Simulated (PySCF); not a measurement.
**`C(/C)=C(\F)CO`, C4H7FO**

Molfile (atoms numbered from 1):
```
C4H7FO
     RDKit          3D

 13 12  0  0  0  0  0  0  0  0999 V2000
   -1.7327   -0.6098   -0.5035 C   0  0  0  0  0  0  0  0  0  0  0  0
   -1.0404    0.5193    0.1771 C   0  0  0  0  0  0  0  0  0  0  0  0
    0.2653    0.6815    0.3018 C   0  0  0  0  0  0  0  0  0  0  0  0
    0.7159    1.7930    0.9584 F   0  0  0  0  0  0  0  0  0  0  0  0
    1.4159   -0.1642   -0.1688 C   0  0  0  0  0  0  0  0  0  0  0  0
    2.4035   -0.3276    0.8175 O   0  0  0  0  0  0  0  0  0  0  0  0
   -2.2497   -0.2414   -1.3893 H   0  0  0  0  0  0  0  0  0  0  0  0
   -2.4832   -1.0350    0.1612 H   0  0  0  0  0  0  0  0  0  0  0  0
   -1.0427   -1.3915   -0.8046 H   0  0  0  0  0  0  0  0  0  0  0  0
   -1.6820    1.2840    0.5942 H   0  0  0  0  0  0  0  0  0  0  0  0
    1.0732   -1.1647   -0.4331 H   0  0  0  0  0  0  0  0  0  0  0  0
    1.8513    0.3070   -1.0676 H   0  0  0  0  0  0  0  0  0  0  0  0
    2.5972    0.5369    1.2017 H   0  0  0  0  0  0  0  0  0  0  0  0
  1  2  1  0
  2  3  2  0
  3  4  1  0
  3  5  1  0
  5  6  1  0
  1  7  1  0
  1  8  1  0
  1  9  1  0
  2 10  1  0
  5 11  1  0
  5 12  1  0
  6 13  1  0
M  END
```

The calculation used GIAO KT3/pcSseg-1 magnetisability, rotational g tensor and spin-rotation constants, non-relativistic, gas phase (PySCF). Geometry: GFN2-xTB, dihedral held. The dihedral F4–C3–C5–O6 is held at 45°.

Q: Give the nuclear spin-rotation constants along the inertial axes (H = +C I·J) beside the isotropic shieldings.

A: Rotational constants 5.6584, 2.4244, 1.7978 GHz. A star marks the isotopologue with that one atom substituted, in its own axes.
```tsv
atom	isotope	Caa (kHz)	Cbb (kHz)	Ccc (kHz)	mean (kHz)	σ (ppm)
F4	19F	8.413	2.722	1.186	4.107	282.8
H7	1H	-0.274	-0.260	-0.056	-0.197	29.9
H8	1H	-0.356	-0.263	-0.026	-0.215	29.9
H9	1H	-0.449	0.014	-0.212	-0.215	30.2
H10	1H	-0.412	0.121	-0.189	-0.160	26.6
H11	1H	-0.425	0.093	-0.182	-0.171	27.1
H12	1H	-0.521	-0.202	0.081	-0.214	26.9
H13	1H	-0.502	-0.060	-0.221	-0.261	30.7
C1	13C*	0.859	0.325	0.235	0.473	170.1
C2	13C*	1.552	0.913	0.278	0.914	86.1
C3	13C*	1.802	1.173	0.494	1.157	26.5
C5	13C*	1.072	0.589	0.356	0.672	123.4
O6	17O*	-0.581	-0.110	-0.139	-0.277	305.4
```
For the geometry as given, no vibrational averaging.
